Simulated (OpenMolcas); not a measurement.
# Si2H6O (disiloxane): CASPT2(4,4)/ANO-L-VDZP (RICD fitting, ipea shift 0.25 Eh, pt2 variant SS)

Aim: the energy of Si2H6O (disiloxane). 

The calculation is run with OpenMolcas 26.06.

### 1 The system as given

The species is Si2H6O (9 atoms), meant as a singlet with charge 0. As SMILES, `[SiH3]O[SiH3]`. Geometry: relaxed at PBE0-D4/def2-TZVP.

Bond lengths: Si1–O2 1.634 Å, O2–Si3 1.634 Å, Si1–H4 1.487 Å, Si1–H5 1.483 Å, Si1–H6 1.487 Å, Si3–H7 1.483 Å, Si3–H8 1.486 Å, Si3–H9 1.487 Å. Some angles: Si1–O2–Si3 147.2°, O2–Si1–H4 110.2°, O2–Si1–H5 108.3°, O2–Si1–H6 110.2°, O2–Si3–H7 108.3°, O2–Si3–H8 110.2°, O2–Si3–H9 110.2°, H4–Si1–H5 109.6°, H4–Si1–H6 109.0°, H5–Si1–H6 109.6°.

### 2 The energy at CASPT2(4,4)/ANO-L-VDZP (RICD fitting, ipea shift 0.25 Eh, pt2 variant SS)

step3.inp reads:

```
&gateway
 coord
 9
 angstrom
 Si      -0.710290       1.052660      -0.919520
 O        0.425550       0.090990      -0.245380
 Si       0.775570      -1.038810       0.881750
 H       -1.787270       0.226580      -1.525660
 H       -0.060640       1.872420      -1.970220
 H       -1.306170       1.942760       0.111330
 H        2.224270      -1.343130       0.800010
 H       -0.009310      -2.275600       0.628780
 H        0.448290      -0.527870       2.238910
 basis=ANO-L-VDZP
 group=NoSym
 ricd

&seward

&rasscf
 fileorb=$CurrDir/step2.RasOrb
 spin=1
 nactel=4 0 0
 inactive=19
 ras2=4
 orblisting=Nothing
 orbappear=Compact

&caspt2
 imaginary=0.2
```

Started as:

```bash
$ export MOLCAS_MEM=1860
$ pymolcas step3.inp > step3.log
```

Output:

```text
--- Start Module: gateway ---
[...]
--- Stop Module: gateway /rc=_RC_ALL_IS_WELL_ ---
[...]
      Basis functions           80
[...]
--- Start Module: rasscf ---
[...]
      Number of active orbitals                  4
[...]
      Spin quantum number                      0.0
[...]
      Active orbitals                            4
[...]
      Number of CSFs                            20
[...]
      Number of root(s) required                 1
[...]
      Convergence after  4 iterations
[...]
      printout of CI-coefficients larger than  0.05 for root  1
      energy=    -656.364594
      conf/sym  1111     Coeff  Weight
             1  2200  -0.99192 0.98391
             6  2020   0.08284 0.00686
            14  0202   0.09397 0.00883
      Natural orbitals and occupation numbers for root  1
      sym 1:   1.981916   1.985771   0.014190   0.018124
      ************************************************************************************************************************
      *                                                    Final results                                                     *
[...]
::    RASSCF root number  1 Total energy:   -656.36459405
[...]
      Total electronic charge=   42.000000
      Total            charge=   -0.000000
[...]
      Dipole Moment (debye):
      Origin of the operator (angstrom)=    0.1043    0.0223   -0.0602
                   X= -3.3256E-01               Y= -6.1516E-02               Z=  1.8600E-01           Total=  3.8598E-01
      Quadrupole Moment (debye*angstrom):
[...]
--- Stop Module: rasscf /rc=_RC_ALL_IS_WELL_ ---
[...]
--- Start Module: caspt2 ---
[...]
      E2 (Variational):          -0.3801894025
      Total energy:            -656.7447834562
[...]
      Reference weight:           0.88584
[...]
::    CASPT2 Root  1     Total energy:   -656.74478346
[...]
--- Stop Module: caspt2 /rc=_RC_ALL_IS_WELL_ ---
[...]
```

Run time: 6 s. Hardware: 1 thread of Arm Neoverse V1, shared host; peak memory 0.083 GiB.

### 3 Outcome

At CASPT2(4,4)/ANO-L-VDZP (RICD fitting, ipea shift 0.25 Eh, pt2 variant SS), 5 core orbitals frozen:

```
                      quantity          value
                  total energy  -656.74478 Eh
dipole moment (CASSCF density)         0.39 D
```

In words: Mulliken charges of the CASSCF density run from -0.85 on O2 to +0.53 on Si1; they depend strongly on the basis.
